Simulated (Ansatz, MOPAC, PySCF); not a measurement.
Breaking a bond: H2, singlet.

Computed with: PM7, restricted, heats of formation (MOPAC); UCCSD(T) = CCSD(T) on UHF/cc-pVTZ, frozen core (Ansatz, a quantum-chemistry and plane-wave program); UKS-BP86/6-31G* = unrestricted BP86/6-31G*, spherical d (PySCF 2.14.0).

Energies are in eV, each relative to the lowest point of its own curve near equilibrium.

```json
[
 {"R / Å": "0.60", "PM7": "0.982", "UCCSD(T)": "0.512", "UKS-BP86/6-31G*": "0.565"},
 {"R / Å": "0.63", "PM7": "0.610", "UCCSD(T)": "0.296", "UKS-BP86/6-31G*": "0.336"},
 {"R / Å": "0.68", "PM7": "0.208", "UCCSD(T)": "0.081", "UKS-BP86/6-31G*": "0.103"},
 {"R / Å": "0.70", "PM7": "0.111", "UCCSD(T)": "0.036", "UKS-BP86/6-31G*": "0.050"},
 {"R / Å": "0.74", "PM7": "0.009", "UCCSD(T)": "0.000", "UKS-BP86/6-31G*": "0.002"},
 {"R / Å": "0.75", "PM7": "0.000", "UCCSD(T)": "0.001", "UKS-BP86/6-31G*": "0.000"},
 {"R / Å": "0.78", "PM7": "0.009", "UCCSD(T)": "0.023", "UKS-BP86/6-31G*": "0.014"},
 {"R / Å": "0.80", "PM7": "0.041", "UCCSD(T)": "0.052", "UKS-BP86/6-31G*": "0.038"},
 {"R / Å": "0.81", "PM7": "0.065", "UCCSD(T)": "0.071", "UKS-BP86/6-31G*": "0.054"},
 {"R / Å": "0.86", "PM7": "0.242", "UCCSD(T)": "0.195", "UKS-BP86/6-31G*": "0.166"},
 {"R / Å": "0.92", "PM7": "0.562", "UCCSD(T)": "0.397", "UKS-BP86/6-31G*": "0.356"},
 {"R / Å": "1.01", "PM7": "1.187", "UCCSD(T)": "0.767", "UKS-BP86/6-31G*": "0.711"},
 {"R / Å": "1.14", "PM7": "2.240", "UCCSD(T)": "1.362", "UKS-BP86/6-31G*": "1.294"},
 {"R / Å": "1.24", "PM7": "3.081", "UCCSD(T)": "1.822", "UKS-BP86/6-31G*": "1.757"},
 {"R / Å": "1.33", "PM7": "3.820", "UCCSD(T)": "2.219", "UKS-BP86/6-31G*": "2.166"},
 {"R / Å": "1.51", "PM7": "5.183", "UCCSD(T)": "2.925", "UKS-BP86/6-31G*": "2.935"},
 {"R / Å": "1.67", "PM7": "6.231", "UCCSD(T)": "3.433", "UKS-BP86/6-31G*": "3.545"},
 {"R / Å": "1.84", "PM7": "7.173", "UCCSD(T)": "3.849", "UKS-BP86/6-31G*": "4.027"},
 {"R / Å": "2.02", "PM7": "7.994", "UCCSD(T)": "4.162", "UKS-BP86/6-31G*": "4.341"},
 {"R / Å": "2.25", "PM7": "8.822", "UCCSD(T)": "4.414", "UKS-BP86/6-31G*": "4.567"},
 {"R / Å": "2.64", "PM7": "9.796", "UCCSD(T)": "4.609", "UKS-BP86/6-31G*": "4.737"},
 {"R / Å": "2.98", "PM7": "10.344", "UCCSD(T)": "4.668", "UKS-BP86/6-31G*": "4.794"}
]
```

At the longest distance, 2.98 Å, PM7 lies highest above its minimum (10.344 eV) and UCCSD(T) lowest (4.668 eV).

The restricted form behind PM7 keeps the bonding electrons paired and can't separate into open-shell fragments. The unrestricted determinant behind UCCSD(T) is spin-contaminated at 1.24 to 2.98 Å (<S²> up to 1.0, against 0.00 for a pure singlet). With two correlated electrons CCSD is exact in the basis where it finds the lowest root (UCCSD(T)). The unrestricted determinant behind UKS-BP86/6-31G* is spin-contaminated at 1.67 to 2.98 Å (<S²> up to 1.0, against 0.00 for a pure singlet).
